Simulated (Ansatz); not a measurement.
# CH₃NO: up Jacob's ladder to CCSD(T)

One table from this session's results is given with a row withheld; the runs are named, their logs left out.

Method: functionals in def2-TZVPP, the program's frozen cores in correlated methods; program: Ansatz 0.2.0, Gaussian basis.

Levels to be run: LDA (SPW92), PBE-D4, revPBE-D4, BLYP-D4, r2SCAN-D4, B97M-V, PBE0-D4, B3LYP-D4, r2SCANh-D4, r2SCAN0-D4, HSE06-D4, BHLYP-D4, CAM-B3LYP-D4, LC-ωPBE, ωB97X-V, ωB97M-V, B2PLYP, PBE-QIDH; CCSD(T)/def2-SVP; CCSD(T)/def2-TZVPP; CCSD(T)/def2-QZVPP; extrapolation to the limit; RPA on PBE.

## The geometry

The geometry comes from an earlier relaxation with PBE0-D4 in a triple-zeta def2 set; it is a stationary point.

SMILES `C=NO`, 6 atoms, charge 0, spin multiplicity 1.

Atoms are counted from 1 here; the program's logs count them from 0.

Bond lengths: C1–N2 1.263 Å, C1–H4 1.083 Å, C1–H5 1.089 Å, N2–O3 1.378 Å, O3–H6 0.961 Å. Angles: N2–C1–H4 116.5°, N2–C1–H5 122.7°, H4–C1–H5 120.7°, C1–N2–O3 112.0°, N2–O3–H6 103.2°.

Geometry (Å):

```xyz
6

C    -0.64148    0.27496   -0.52953
N    -0.06036   -0.58850    0.18593
O     1.09211   -0.09397    0.75779
H    -1.55788   -0.03687   -1.01531
H    -0.25668    1.28511   -0.66296
H     1.42429   -0.84073    1.26407
```

Set-up of the first run:

Input file in.yaml:

```yaml
crystal:
  periodic: [false, false, false]
  atoms:
    - {symbol: C, position_ang: [-0.641485, 0.274957, -0.529530]}
    - {symbol: N, position_ang: [-0.060359, -0.588501, 0.185932]}
    - {symbol: O, position_ang: [1.092113, -0.093966, 0.757785]}
    - {symbol: H, position_ang: [-1.557885, -0.036868, -1.015309]}
    - {symbol: H, position_ang: [-0.256678, 1.285109, -0.662961]}
    - {symbol: H, position_ang: [1.424286, -0.840732, 1.264072]}
basis:
  gaussian: {orbitals: def2-TZVPP}
hamiltonian: {xc: lda}
output: {orbitals: {seedname: orbitals}}
```

Command:

```sh
$ ansatz run in.yaml --threads 4 --pin off --events-out ev --progress --plain --max-ram 10444MiB
```

Among the steps run: LDA; PBE-D4 (GGA); revPBE-D4 (GGA); BLYP-D4 (GGA); r2SCAN-D4 (meta-GGA); B97M-V (meta-GGA); PBE0-D4 (hybrid); B3LYP-D4 (hybrid); r2SCANh-D4 (hybrid); r2SCAN0-D4 (hybrid); HSE06-D4 (hybrid); BHLYP-D4 (hybrid); CAM-B3LYP-D4 (range-separated); LC-ωPBE (range-separated); ωB97X-V (range-separated); ωB97M-V (range-separated); B2PLYP (double hybrid); PBE-QIDH (double hybrid).

One of the session's tables, all rows but one given; the rest of the session is left out.

It belongs to the step «Frontier levels by functional». 

```
  functional  HOMO (eV)  gap (eV)
 LDA (SPW92)      -6.63      5.06
      PBE-D4          ?         ?
   revPBE-D4      -6.35      5.13
     BLYP-D4      -6.31      5.07
   r2SCAN-D4      -6.68      5.57
      B97M-V      -6.72      5.68
     PBE0-D4      -7.81      7.58
    B3LYP-D4      -7.58      7.04
  r2SCANh-D4      -7.20      6.49
  r2SCAN0-D4      -7.99      7.89
    HSE06-D4      -7.40      6.78
    BHLYP-D4      -9.09      9.99
CAM-B3LYP-D4      -9.24     10.15
     LC-ωPBE     -10.61     12.80
     ωB97X-V     -10.22     12.33
     ωB97M-V     -10.15     12.17
```

**Question.** Estimate the row for PBE-D4.

The run gave: HOMO (eV): -6.42; gap (eV): 5.11. In the column «HOMO (eV)» it lies between LDA (SPW92) (-6.63) and revPBE-D4 (-6.35).
